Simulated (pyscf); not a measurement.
One addition across a multiple bond or ene-type step on the singlet surface with elements of a group swapped. CCSD(T)/def2-TZVPP + ΔMP2(QZVPP), eV, from the separated reactants. PySCF, gas phase, ωB97X-D3(BJ)/def2-SVP geometries. MP2 and CC: frozen core, UHF for open shells. ΔMP2 is the change of the MP2 total energy from the triple- to the quadruple-zeta basis.

| step | barrier | reaction energy | imaginary mode (i cm⁻¹) |
|---|---|---|---|
| `[CH]#[CH]` + `[BrH]` → `[CH2]=[CH][Br]` | ? | ? | 1750 |
| `[CH]#[CH]` + `[ClH]` → `[CH2]=[CH][Cl]` | 2.07 | -1.35 | 1849 |

Problem. Some entries are withheld; supply them.

Solution. 
- `[CH]#[CH]` + `[BrH]` → `[CH2]=[CH][Br]`, barrier: 1.90
- `[CH]#[CH]` + `[BrH]` → `[CH2]=[CH][Br]`, reaction energy: -1.40

Each row is the saddle that its search found. The CCSD(T) − MP2 part came from Ansatz, without density fitting, on the same reference. The frozen core leaves the outer d or s,p core shells of the metals and heavy elements correlated in the MP2 and CC values, and def2-TZVPP describes them poorly, which can shift differences by a few kcal/mol. Elements up to Kr have no core potential and no relativistic terms here.
